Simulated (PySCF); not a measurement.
These are B3LYP-D3(BJ)/def2-TZVP // r2SCAN-D4/def2-SVP (PySCF) values and carry that method's errors. Gas-phase values, no solvent. B3LYP has the VWN-RPA correlation part, as in Gaussian. 

Reference species (SMILES): `[O]C` (neutral, multiplicity 2).

| Quantity | Result |
|---|---|
| highest occupied spin orbital | -7.50 eV |

Changed species: `[CH3]` (free radical CH3; the reference has free radical OCH3).

Q: Give the shifts of the highest occupied spin orbital.

A: the highest occupied spin orbital rises by 1.05 eV, to -6.45 eV.
